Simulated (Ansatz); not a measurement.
Input file:

```yaml
crystal:
  periodic: [false, false, false]
  atoms:
    - {symbol: Si, position_ang: [0.002706, 0.065203, -0.068937]}
    - {symbol: H, position_ang: [0.002706, -1.227944, -0.813669]}
    - {symbol: H, position_ang: [0.358517, -0.256666, 1.216436]}
    - {symbol: H, position_ang: [-0.436615, -0.332209, 1.518117]}
basis:
  gaussian: {orbitals: "6-31G*", point_charges: [{charge: -1.00, position_ang: [3.356, -0.638, 0.546]}]}
total_charge: 1
magnetization: {spin_polarized: false, initial_magnetization: 2}
correlation: {method: ccsdt_q_b, electrons: all}
output: {forces: true}
```

```sh
$ ansatz run in.yaml --threads 1 --pin off --events-out ev --progress --plain --max-ram 2393MiB
```

The program prints:

```
446 factors; integrals over basis functions are off by at most 2.2e-7 eV
mean field evaluation 1: about -7899.9732 eV, gradient 8.7e0 eV
mean field evaluation 2: about -7899.9793 eV, gradient 8.7e0 eV
mean field evaluation 4: about -7900.6368 eV, gradient 5.8e-1 eV
mean field evaluation 8: about -7900.6442 eV, gradient 1.3e-3 eV
mean field -7900.64423428 eV, -290.3433203609 hartree, gradient 1.9e-6 eV, S^2 2.000000; 0 other end points of the search recorded, 0 dependent functions left out
mean field evaluation 16: about -7899.9952 eV, gradient 7.4e0 eV
reference -7900.64423428 eV, -290.3433203609 hartree; 9, 7 occupied and 16, 18 virtual orbitals, 446 factors
second order -1.87519132 eV of doubles, -0.02800195 eV of singles
cycle   1  -2.27982857 eV  change   -3.8e-1 eV  update   5.3e-2
cycle   2  -2.50608254 eV  change   -2.3e-1 eV  update   2.5e-2
cycle   3  -2.51987539 eV  change   -1.4e-2 eV  update   9.3e-3
cycle   4  -2.52691600 eV  change   -7.0e-3 eV  update   4.4e-3
cycle   5  -2.52565743 eV  change    1.3e-3 eV  update   1.8e-3
cycle   6  -2.52593982 eV  change   -2.8e-4 eV  update   5.6e-4
cycle   7  -2.52610414 eV  change   -1.6e-4 eV  update   2.3e-4
cycle   8  -2.52608175 eV  change    2.2e-5 eV  update   9.6e-5
cycle   9  -2.52603059 eV  change    5.1e-5 eV  update   2.9e-5
cycle  10  -2.52605117 eV  change   -2.1e-5 eV  update   1.1e-5
cycle  11  -2.52605246 eV  change   -1.3e-6 eV  update   4.2e-6
cycle  12  -2.52605173 eV  change    7.2e-7 eV  update   1.9e-6
cycle  13  -2.52604952 eV  change    2.2e-6 eV  update   6.8e-7
cycle  14  -2.52604943 eV  change    8.3e-8 eV  update   2.2e-7
perturbative correction -0.00062853 eV, -0.0000230980 hartree
the calculation of the forces begins
Total energy: -7903.17091225 eV, -290.4361740634 hartree
Atom 0 at     0.002706     0.065203    -0.068937 Å, force    -0.615852     0.631399    -4.201031 eV/Å
Atom 1 at     0.002706    -1.227944    -0.813669 Å, force    -0.029960     0.168329    -0.005411 eV/Å
Atom 2 at     0.358517    -0.256666     1.216436 Å, force     2.124846    -1.014490     4.696865 eV/Å
Atom 3 at    -0.436615    -0.332209     1.518117 Å, force    -0.282548     0.013372    -0.406760 eV/Å
Dipole moment:     0.180839    -0.053822     0.287181 e Å
```

Forces (eV/Å):
```
Si  -0.616  0.631 -4.201
H   -0.030  0.168 -0.005
H    2.125 -1.014  4.697
H   -0.283  0.013 -0.407
```

Ran on 1 thread of AMD EPYC 7B13, shared host: 1.9 min wall, 1.4 GiB peak host memory.
